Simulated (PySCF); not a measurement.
Can point charges reproduce the dipole moment of `C=C(C)[C@@H]1CN1`?

Coordinates (GFN2-xTB, Å) and charges (e) from the PBE0/pcSseg-1 density (PySCF):

| atom | x | y | z | Mulliken | IAO | Hirshfeld | ESP-fitted |
| --- | --- | --- | --- | --- | --- | --- | --- |
| C1 | -0.933 | -1.300 | -0.030 | -0.1090 | -0.3585 | -0.1260 | -0.7408 |
| C2 | -0.628 | -0.009 | -0.005 | -0.3522 | +0.0241 | +0.0146 | +0.4945 |
| C3 | -1.652 | 1.058 | -0.247 | -0.1524 | -0.4222 | -0.1140 | -0.6095 |
| C4 | 0.741 | 0.499 | 0.267 | -0.0853 | -0.0516 | -0.0056 | -0.2332 |
| C5 | 1.935 | -0.158 | -0.331 | -0.0508 | -0.1828 | -0.0465 | -0.0914 |
| N6 | 1.688 | -0.232 | 1.085 | -0.3679 | -0.4201 | -0.1936 | -0.5629 |
| H7 | -0.204 | -2.077 | 0.139 | +0.0923 | +0.1328 | +0.0378 | +0.2467 |
| H8 | -1.935 | -1.638 | -0.224 | +0.1061 | +0.1487 | +0.0425 | +0.2292 |
| H9 | -1.337 | 1.700 | -1.069 | +0.1303 | +0.1503 | +0.0470 | +0.1432 |
| H10 | -1.759 | 1.681 | 0.640 | +0.1338 | +0.1523 | +0.0479 | +0.1682 |
| H11 | -2.617 | 0.622 | -0.489 | +0.1134 | +0.1481 | +0.0475 | +0.1780 |
| H12 | 0.798 | 1.573 | 0.412 | +0.1045 | +0.1446 | +0.0461 | +0.1962 |
| H13 | 2.782 | 0.453 | -0.614 | +0.1311 | +0.1503 | +0.0475 | +0.1315 |
| H14 | 1.782 | -1.032 | -0.954 | +0.1280 | +0.1378 | +0.0451 | +0.1009 |
| H15 | 1.336 | -1.131 | 1.399 | +0.1780 | +0.2462 | +0.1101 | +0.3492 |

**Question.** Form Σ q r in debye for every column and set it beside the full dipole.

**Answer.** The full density gives (-0.93, -0.21, -1.12) D, 1.47 D in size; dipole vectors point from the negative to the positive end.

| scheme | μx | μy | μz | size (D) | share of the full size (%) | angle to the full dipole (°) |
| --- | --- | --- | --- | --- | --- | --- |
| Mulliken | -1.08 | 0.37 | -1.89 | 2.20 | 150 | 21 |
| IAO | -0.71 | 0.38 | -1.27 | 1.50 | 102 | 25 |
| Hirshfeld | -0.43 | 0.27 | -0.53 | 0.74 | 50 | 30 |
| ESP-fitted | -0.92 | -0.19 | -1.11 | 1.45 | 98 | 1 |

**Question.** Which set comes closest?

**Answer.** Length of the difference vector: ESP-fitted 0.03 D, IAO 0.65 D, Hirshfeld 0.92 D, Mulliken 0.97 D. Closest: ESP-fitted. ESP charges are fitted to the potential around the molecule, whose slowest-falling term is the dipole's. The schemes that divide the density aren't constrained to reproduce the dipole.

**Question.** What is left for the Hirshfeld atoms' own dipoles?

**Answer.** The Hirshfeld atoms' densities add up to the full density, so μ = Σ q r + Σ (atomic dipoles). The atomic dipoles sum to (-0.93, -0.21, -1.12) − (-0.43, 0.27, -0.53) = (-0.50, -0.48, -0.59) D, 0.92 D in size.

**Question.** With the origin at the mean of the coordinates, (0.000, 0.001, -0.001) Å, which are the largest single terms, by size, of the IAO dipole along the direction of the full one?

**Answer.** N6 +3.76, C3 -2.19, H15 -2.06, C1 -1.38, H11 +1.38 D; all 15 atoms together +1.36 D. The single terms depend on the origin, their sum doesn't.

**Question.** Give the size of the full dipole in other units.

**Answer.** 1.47 D = 0.580 au = 0.307 e·Å = 4.92 × 10⁻³⁰ C·m.

Geometry: GFN2-xTB, one conformer, isolated molecule.

The run behind these numbers computed NMR shieldings as well. Time: 65 s wall, 54 s CPU (with the writing of density and orbital grids); peak memory 0.71 GiB. Hardware: an Intel Xeon at 2.50 GHz with one thread, shared host.

Conformer computed: `[CH2:1]=[C:2]([CH3:3])[C@@H:4]1[CH2:5][NH:6]1`: C1–C2–C4–C5 42°.
